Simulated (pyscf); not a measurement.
PySCF, gas phase, ωB97X-D3(BJ)/def2-SVP geometries.

For H₂N–Sn(NH₂)(NH₂)–NH₂ + H• → •HN–Sn(NH₂)(NH₂)–NH₂ + H₂, a hydrogen abstraction (doublet surface; H–N broken, H–H formed), PBE/def2-TZVP gives ΔE‡ = 7.6 kcal/mol and ΔE = +6.4 kcal/mol (zero: the separated reactants). In which direction and how far do PBE0-D3(BJ)/def2-TZVP, M06-2X/def2-TZVP, ωB97M-D3(BJ)/def2-TZVP move these?

PBE0-D3(BJ): ΔE‡ = 11.0 kcal/mol, ΔE = +7.3 kcal/mol; M06-2X: ΔE‡ = 15.9 kcal/mol, ΔE = +7.6 kcal/mol; ωB97M-D3(BJ): ΔE‡ = 13.6 kcal/mol, ΔE = +6.8 kcal/mol. PBE's barrier lies under all of them, by 3.4 to 8.2 kcal/mol. Its reaction energy lies under all of them, by 0.4 to 1.3 kcal/mol. Low barriers are usual for a GGA, whose delocalisation error favours stretched bonds. This is the saddle that the search found; another between the same sides may lie lower. The angle at the transferred H is 155°. Elements past Kr carry the def2 core potentials, without spin-orbit coupling.
